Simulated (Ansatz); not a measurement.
C$_{5}$H$_{12}$S, SMILES `CC(C)C(C)S`. Charge 0, multiplicity 1. The structure was optimised at the PBE0-D4/def2-TZVP level. It is one conformer, not always the lowest.

```xyz
18

C    -0.841   -1.475   -0.364
C     0.337   -0.507   -0.358
C     0.806   -0.260   -1.785
C    -0.022    0.798    0.362
C    -0.506    0.592    1.785
S     1.456    1.877    0.343
H    -1.127   -1.795    0.639
H    -1.717   -1.019   -0.837
H    -0.588   -2.370   -0.936
H     1.160   -0.969    0.204
H     0.020    0.229   -2.369
H     1.048   -1.205   -2.277
H     1.693    0.375   -1.827
H    -0.801    1.303   -0.221
H    -1.436    0.020    1.805
H    -0.701    1.548    2.275
H     0.245    0.059    2.374
H     0.975    2.800    1.189
```

(1) What is the dipole moment at ωB97M-V/def2-TZVPP? (Estimate.)

(2) And with PBE, r2SCAN, B3LYP? (Best estimate.)

(3) Give the Mulliken charges with ωB97M-V, PBE, r2SCAN in def2-TZVPP. (Best estimate.)

Answers

(1) The calculation gave: 1.58 D, with components (-1.40, -0.62, 0.40) D in this frame, pointing from negative to positive charge.

(2) Ansatz gave: PBE 1.59 D, r2SCAN 1.68 D, B3LYP 1.60 D.

(3) Computed: 
| atom | ωB97M-V | PBE | r2SCAN |
| --- | --- | --- | --- |
| C1 | -0.33 | -0.27 | -0.19 |
| C2 | -0.07 | 0.06 | 0.14 |
| C3 | -0.30 | -0.25 | -0.18 |
| C4 | -0.06 | 0.05 | 0.10 |
| C5 | -0.33 | -0.27 | -0.18 |
| S6 | -0.17 | -0.23 | -0.23 |
| H7 | 0.11 | 0.08 | 0.05 |
| H8 | 0.11 | 0.07 | 0.05 |
| H9 | 0.10 | 0.08 | 0.05 |
| H10 | 0.09 | 0.04 | -0.01 |
| H11 | 0.10 | 0.07 | 0.04 |
| H12 | 0.10 | 0.07 | 0.04 |
| H13 | 0.12 | 0.09 | 0.07 |
| H14 | 0.12 | 0.07 | 0.03 |
| H15 | 0.10 | 0.08 | 0.05 |
| H16 | 0.10 | 0.07 | 0.04 |
| H17 | 0.12 | 0.09 | 0.06 |
| H18 | 0.10 | 0.10 | 0.09 |

B3LYP here is the variant with VWN-RPA as its local correlation; programs differ in this.
